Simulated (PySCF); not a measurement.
Scalar relativity in P (phosphorus, neutral)

[Ne] 3s2 3p3, high-spin 4S determinant; PBE calculated with PySCF 2.14 in dyall-acv3z, once non-relativistic with a point nucleus and once with spin-free X2C-1e and a Gaussian nucleus.

```
shell  ε non-rel. (eV)  ε X2C (eV)  rms r non-rel. (bohr, spins averaged)  rms r X2C (bohr, spins averaged)  change of radius (%)
 1s α          -2077.4     -2082.9                                 0.1206                            0.1200                 -0.45
 1s β          -2077.1     -2082.6                                 0.1206                            0.1200                 -0.45
 2s α          -172.71     -173.59                                 0.5697                            0.5676                 -0.36
 2s β          -172.41     -173.28                                 0.5697                            0.5676                 -0.36
 2p α          -124.21     -124.16                                 0.5444                            0.5439                 -0.09
 2p β          -123.79     -123.74                                 0.5444                            0.5439                 -0.09
 3s α          -14.732     -14.802                                  2.055                             2.049                 -0.28
 3s β          -12.012     -12.082                                  2.055                             2.049                 -0.28
 3p α           -6.297      -6.285                                  2.545                             2.546                  0.03
```

The total energy goes from -341.1153 to -341.9422 hartree.

Ionisation energy, P [Ne] 3s2 3p3 (4S) → P⁺ [Ne] 3s2 3p2 (3P) (eV):

```
                                method  non-relativistic  spin-free X2C   shift
                                   UHF             9.905          9.892  -0.013
                         MP2 (valence)            10.494         10.481  -0.013
                     SCS-MP2 (valence)            10.314         10.301  -0.013
                        CCSD (valence)            10.425         10.414  -0.012
                     CCSD(T) (valence)            10.473         10.461  -0.012
                                   LDA            10.577         10.564  -0.013
                                   PBE            10.490         10.477  -0.012
                                  PBE0            10.529         10.516  -0.013
                                r2SCAN            10.634         10.623  -0.012
                                M06-2X            10.314         10.299  -0.015
                                  MN15            10.439         10.423  -0.016
    MP2 (valence and next inner shell)            10.507         10.494  -0.013
SCS-MP2 (valence and next inner shell)            10.328         10.314  -0.013
```

Relativity contracts and stabilises s shells directly. The contracted s shells screen the nucleus better, so for spin-averaged p shells the direct and indirect effects partly cancel.
